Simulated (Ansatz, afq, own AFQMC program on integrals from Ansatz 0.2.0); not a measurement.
Where AFQMC and coupled cluster stand for Te, triplet

A free Te atom.

Basis def2-TZVP with its core potentials. Noble-gas cores (and the filled d shells of Ga–Kr and In–Xe) are frozen. AFQMC by an in-house program on the Cholesky factors that Ansatz 0.2.0 writes for its CCSD(T) run. ph-AFQMC/CISD is guided by a CISD state made of CCSD amplitudes; releasing the constraint for a short imaginary time cuts its bias at the price of noise, slowly where states lie close. Free AFQMC starts from the CCSD state and is never constrained. Its projection time is finite, and what remains of the start isn't in its error. Uncertainties: one standard error, sampling alone. No spin–orbit coupling.

Determinant: ROHF, the one that the program's search chose, which needn't be the lowest solution.

No full CI on the walks' own integrals is used here; CCSDTQ serves as the reference and is uncertain by about the last step of the cluster series.

Cautions: no spin-orbit coupling; inner d shell frozen; the released energies have errors that jump between times, so the bars are unsure, so no released level is given (meV from the phaseless value at times in 1/Eh: -2.9 ± 0.5 at 0.24, -4.3 ± 0.6 at 0.51, -6.0 ± 0.5 at 0.99, -1 ± 6 at 1.62, -8.1 ± 1.7 at 2.40), though the last usable value meets CCSDTQ within the noise.

The T1 diagnostic is 0.0149, the weight of the determinant in the CISD state is 0.935 and the size of the correlated space is 6 electrons in 41 orbitals.

```json
{"level": "MP2", "correlation energy (eV)": "-2.4470"}
{"level": "CCSD", "correlation energy (eV)": "-2.8884"}
{"level": "CCSD(T)", "correlation energy (eV)": "-2.9777"}
```

Estimate where phaseless AFQMC with a CISD trial lies against CCSD(T) on the same integrals.

0.8 ± 0.07 kJ/mol below CCSD(T).

Reference: CCSDTQ, correlation energy -2.996 eV.

| level | E − E(reference) (kJ/mol) | share of correlation (%) |
| --- | --- | --- |
| CCSD(T) | 1.7 | 99.40 |
| CCSDT | 0.2 | 99.92 |
| CCSDT(Q) | 0.0 | 99.99 |
| ph-AFQMC/HF | 6.7 ± 1.7 | 97.70 |
| ph-AFQMC/CISD | 0.9 ± 0.07 | 99.68 |
| free AFQMC | 0.0 ± 0.1 | 100.00 |

CCSDT and higher add their correlation energy to the determinant of the CCSD(T) run, since their own runs factorise the integrals more tightly (a shift of under 2 meV). Free projections are given only where their last times agree within the noise and don't stop above the reference; a slow remainder of the start can still hide under it. A walk keeps the symmetry of its determinant, which the program's search chose and which needn't be the lowest solution, so a lower state of the same spin and another symmetry isn't excluded.
